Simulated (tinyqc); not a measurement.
Orbital energy against energy difference: ionisation energy by orbital energies and by energy differences in the cc-pvdz basis, for CH4, spin multiplicity 1. Computed by the program tinyqc with PySCF. The cation is unrestricted; errors are against CCSD(T) in this basis, not against experiment.

Geometry (angstrom):
```
atom,x,y,z
C,0.0000,0.0000,0.0000
H,0.6030,0.6030,0.6030
H,0.6030,-0.6030,-0.6030
H,-0.6030,0.6030,-0.6030
H,-0.6030,-0.6030,0.6030
```

CCSD(T) difference in the same basis = 14.4806 eV

IP-EOM-CCSD = 14.4595 eV

First vertical ionisation energy (eV):
```
method,-e(HOMO),E(cation) - E,error of -e(HOMO),error of the difference
HF,15.081,13.55455,0.601,-0.926
LDA,9.473,14.43486,-5.007,-0.046
B3LYP,10.825,14.49504,-3.656,0.014
PBE0,11.084,14.42336,-3.397,-0.057
CAM-B3LYP,12.600,14.50580,-1.881,0.025
LC-wPBE,14.106,14.54711,-0.375,0.067
```

Estimate the missing row, method = PBE.

Computed row:
```
method  -e(HOMO)  E(cation) - E  error of -e(HOMO)  error of the difference
PBE        9.464       14.33203             -5.017                   -0.149
```

Koopmans errs by +0.60 eV and Delta-HF by -0.93 eV: relaxation, 1.53 eV, lowers the value and the missing correlation difference works against it. The PBE level is off by -5.0 eV through the wrong tail of its potential, though its energy difference is off by -0.15 eV; exact exchange deepens the level, and among the orbital energies LC-wPBE comes closest; among the differences B3LYP does.
